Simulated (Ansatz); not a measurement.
Take Si in the diamond structure (space group Fd-3m, No. 227) as the base.

```yaml
crystal:
  lattice:
    - [0.00000, 2.71688, 2.71688]
    - [2.71688, 0.00000, 2.71688]
    - [2.71688, 2.71688, 0.00000]
  atoms:
    - { symbol: Si, position: [0.50000, 0.50000, 0.50000] }
    - { symbol: Si, position: [0.75000, 0.75000, 0.75000] }
```

The values are results of PBEsol in Ansatz (plane waves to 420 eV, PAW, without spin-orbit coupling), not measurements.

It is then changed as follows: every Si is replaced by Ge, then cell and atoms are relaxed.

Measured lattice parameter a: Si 5.421 Å (static lattice; corrected from measurement; as listed in Daniel Mejia-Rodriguez, S. B. Trickey, Phys. Rev. B (2018)); Ge 5.644 Å (static lattice; corrected from measurement; as listed in Daniel Mejia-Rodriguez, S. B. Trickey, Phys. Rev. B (2018)).

Task: How well does PBEsol reproduce the measured shift?

Result: With PBEsol the lattice parameter a moves by +0.242 Å (5.434 → 5.676) against +0.223 Å measured.

Stability against distortions was not tested.

Ansatz is a program for electronic structure.
